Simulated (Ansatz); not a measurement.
Process, species as SMILES: ClCCl → Cl[CH]Cl + H atom
B3LYP-D3(BJ)/def2-TZVP geometries, fixed; electronic energies without zero-point terms.

Basis-set convergence of the bond dissociation energy at MP2 with Ansatz (an electronic-structure program). Cartesian d functions, on some or all atoms, in 6-311+G**; all else is spherical. Cores are frozen. Open shells are unrestricted. No added dispersion term, no relativity. Functions are those of the species that has most. Reference: Hartree-Fock in aug-cc-pV(Q+d)Z plus the correlation part extrapolated as X^-3 from aug-cc-pV(T+d)Z and aug-cc-pV(Q+d)Z, 103.83 kcal/mol, itself unsure by roughly 0.20 kcal/mol (a third of the extrapolation step and of the last Hartree-Fock step).

```
basis            functions  bond dissociation energy (kcal/mol)
---------------  ---------  -----------------------------------
3-21G                   39                               102.64
6-31G                   39                           (withheld)
pcseg-1                 60                               100.24
aug-pcseg-1             95                           (withheld)
6-311+G**               96                               100.05
aug-cc-pV(D+d)Z        105                           (withheld)
6-311++G(2d,2p)        117                               102.16
def2-TZVPP             143                               102.16
def2-TZVPD             147                           (withheld)
jun-cc-pV(T+d)Z        163                               102.31
pcseg-3                254                               103.41
def2-QZVPP             257                               103.18
aug-cc-pV(Q+d)Z        350                               103.45
```

### Question
Fill in the missing entries.

### Answer

- 6-31G, bond dissociation energy (kcal/mol): 99.47
- aug-pcseg-1, bond dissociation energy (kcal/mol): 102.81
- aug-cc-pV(D+d)Z, bond dissociation energy (kcal/mol): 100.39
- def2-TZVPD, bond dissociation energy (kcal/mol): 100.61
